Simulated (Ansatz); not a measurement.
**AlCO (doublet): wave-function methods side by side, def2-QZVPP**

An exercise on one series of results from a longer session: the logs are not shown, and one member is left open.

Method: def2-QZVPP, core rule «outside noble gas», up to 7 orbitals frozen; program: Ansatz 0.2.0, Gaussian basis.

The runs, in order: UHF; ROHF; CCSD(T) on UHF.

3 further runs of the same task are left out: 1 that didn't finish, 2 set aside as unsound or not needed.

## The system

The geometry is a PBE0/def2-TZVP stationary point (not a proven minimum) of the parent state, kept for this charge and spin.

3 atoms, charge 0, spin multiplicity 2.

Atoms are counted from 1 here; the program's logs count them from 0.

Bond lengths: C1–Al2 1.893 Å, Al2–O3 1.598 Å. Angles: C1–Al2–O3 180.0°.

As a file:

```xyz
3

C     0.0000    0.0000    1.7943
Al    0.0000    0.0000   -0.0983
O     0.0000    0.0000   -1.6960
```

Set-up of the first run:

Input file in.yaml:

```yaml
crystal:
  periodic: [false, false, false]
  atoms:
    - {symbol: C, position_ang: [0.000000, 0.000000, 1.794300]}
    - {symbol: Al, position_ang: [0.000000, 0.000000, -0.098300]}
    - {symbol: O, position_ang: [0.000000, 0.000000, -1.696000]}
basis:
  gaussian: {orbitals: "def2-QZVPP.json"}
magnetization: {spin_polarized: true, initial_magnetization: 1}
hamiltonian: {xc: hf}
output: {orbitals: {seedname: orbitals}}
```

On the command line:

```sh
$ ansatz run in.yaml --threads 1 --pin off --events-out ev --progress --plain --max-ram 2393MiB
```

Among the steps run: UHF; ROHF; CCSD(T) on UHF.

One of the session's tables, all rows but one given; the rest of the session is left out.

```
  method  from UCCSD(T) (meV)
    ROHF             +13278.0
     UHF                    ?
    UMP2              +1063.4
   UCCSD               +741.1
UCCSD(T)                    0
```

**Question.** Estimate the row for UHF.

**Answer.** from UCCSD(T) (meV): +12455.5. In the column «from UCCSD(T) (meV)» it lies between UMP2 (+1063.4) and ROHF (+13278.0).

The program flags UCCSD(T) as in doubt (see the logs), so the zero of the table is itself unsure.

Limits of these values: The determinant is far from a pure spin state, so its energy mixes those of several spin states (harmless only where they are near-degenerate, as at dissociation). The program flags UCCSD(T) as in doubt, so the zero of the table is itself unsure.
